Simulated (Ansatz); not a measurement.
hcp Os, treated with r²SCAN-D4 (Ansatz, a program for electronic structure, PAW).

Settings: plane-wave cutoff 560 eV, 24×24×14 k mesh (along the axes of the cell as run), Fermi–Dirac smearing 0.05 eV, no spin polarisation, scalar-relativistic PAW data made under PBE.

Properties against volume:

Shape and atoms are relaxed at each volume.

| V (Å³/atom) | P (GPa) | c (Å) | a (Å) |
|---|---|---|---|
| 13.391 | 19.50 | 4.259 | 2.695 |
| 13.670 | 9.19 | 4.285 | 2.714 |
| 13.949 | 0.00 | 4.311 | 2.734 |
| 14.228 | -8.20 | 4.336 | 2.753 |
| 14.507 | -15.50 | 4.361 | 2.772 |

Note: the bulk modulus comes from volumes at which shape and atoms were relaxed.
